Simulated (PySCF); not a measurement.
# C2H7PS ((S)PMe2H, dimethylphosphine sulfide): the cost of one run

Computed with PySCF 2.14.0, with density-fitted response routines of our own, on a single molecule in the gas phase. Atoms are numbered from 0 throughout.

### Step 1. The starting structure

11 atoms, charge 0, multiplicity 1; geometry from: GFN2-xTB. The atoms were then displaced at random by about 0.01 Å, so the start is not that level's minimum.

Bonds of the start (Å): C0–P1 1.82, P1–C2 1.82, P1–S3 1.95, C0–H4 1.09, C0–H5 1.13, C0–H6 1.08, P1–H7 1.40, C2–H8 1.10, C2–H9 1.11, C2–H10 1.07.

### Step 2. Geometry optimisation at PBE0-D3(BJ)/def2-SVP

Job settings and geometry (Å):

```
{"job": {"xc": "PBE0", "basis": "def2-SVP", "d3": "d3bj", "grid": 1, "shake": 0.01, "kind": "geom"}, "charge": 0, "multiplicity": 1}
C     -1.398300    -0.214820     0.436570
P      0.063360     0.748060    -0.072860
C      1.324270    -0.519110    -0.418460
S      0.634800     2.173350     1.122330
H     -1.673310    -0.961900    -0.308000
H     -2.251680     0.513720     0.541360
H     -1.207490    -0.646660     1.402990
H     -0.263890     1.155170    -1.373230
H      2.227400    -0.015250    -0.787130
H      1.604530    -0.992030     0.547140
H      0.978420    -1.266360    -1.106350
```

Run with:

```
> OMP_NUM_THREADS=1 python probes_run.py task.json out
```

This one command runs all jobs of the session in turn.

**Question.** How long does this first job take on 1 thread of Arm Neoverse V2, shared host, and how much memory does it need?

About 26 s, with a peak of 0.41 GiB.
